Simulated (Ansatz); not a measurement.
System: rhombohedral A7 Sb. Method: PBE0-D3(BJ) (Ansatz, a first-principles code, plane waves, PAW).

The cell is the one relaxed with PBE-D3(BJ): a = 4.3253 Å, b = 4.3253 Å, c = 11.0405 Å, α = 90.00°, β = 90.00°, γ = 120.00°.

Problem. Give the computed interlayer binding energy.

Solution. 
- interlayer binding energy = 49.2 meV/Å²

Note: exact exchange on metals is sensitive to the k mesh and can open a false gap; the run warned that the count of filled bands differs between k points.

Spin–orbit coupling is not included.

The computed numbers hold no vibrational or temperature effects.
